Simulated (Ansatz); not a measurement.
AlH2S2, SMILES `[SH][Al][SH]` radical, relaxed with UKS PBE0-D4/def2-TZVP in Ansatz 0.2.0 from a PBE-D4/def2-SVP geometry. The force threshold is 0.005 eV/Å; the program also tests the step.

The species carries charge 0 and has multiplicity 2.

Start:

```xyz
5

S    -0.530    1.489    0.303
Al   -0.468   -0.471   -0.750
S     1.053   -1.923   -0.029
H    -1.558    1.966   -0.455
H     1.503   -1.061    0.931
```

Problem. By how much does the energy fall, and how many steps does the optimiser take? (An estimate is asked.)

Solution. Ansatz gave: 0.41 kcal/mol, in 4 steps.

Problem. Which bonds change most? (Estimate.)

Solution. The calculation gave: S1–Al2 from 2.226 to 2.201 Å; Al2–S3 from 2.223 to 2.200 Å; S3–H5 from 1.367 to 1.346 Å; S1–H4 from 1.363 to 1.344 Å.

Problem. Give the relaxed structure. (Best estimate.)

Solution. The calculation gave: 
```xyz
5

S    -0.529    1.473    0.300
Al   -0.466   -0.464   -0.742
S     1.041   -1.899   -0.027
H    -1.538    1.944   -0.452
H     1.492   -1.055    0.920
```
